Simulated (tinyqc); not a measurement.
A ladder of methods, and size consistency: correlation methods against full CI in the sto-3g basis, for H2O, spin multiplicity 1. Computed by the program tinyqc with PySCF. All electrons correlated; +Q is the Davidson correction (1 - c0^2) E_corr. The last columns treat two copies 100 angstrom apart as one system. FCI is the lowest singlet.

Geometry (angstrom):
```
atom       x        y       z
O     0.0000   0.0000  0.0000
H     0.0000   0.7760  0.7170
H     0.0000  -0.7760  0.7170
```

RHF energy of one = -74.956465 hartree

Correlation energies (hartree):
```
method   E_corr of one  share of FCI (%)  E_corr of two at 100 angstrom  two minus twice one (mhartree)
MP2          -0.046453           70.8923                      -0.092907                          0.0000
CISD         -0.064136           97.8775                      -0.123677                          4.5950
CISD+Q       -0.066613          101.6571                      -0.132215                          1.0103
CCSD         -0.065353           99.7355                      -0.130707                          0.0000
CCSD(T)      -0.065430           99.8523                      -0.130860                          0.0000
FCI          -0.065527          100.0000                              -                               -
```

What does the comparison show, and why?

MP2 recovers 71 %, CISD 97.9 % and CCSD 99.7 % of the FCI value (c0^2 = 0.961 in CISD). MP2 and coupled cluster are size consistent, so their last column vanishes; CISD loses 4.59 mhartree, since a double excitation on each copy is a quadruple of the pair, and the Davidson correction leaves +1.01.
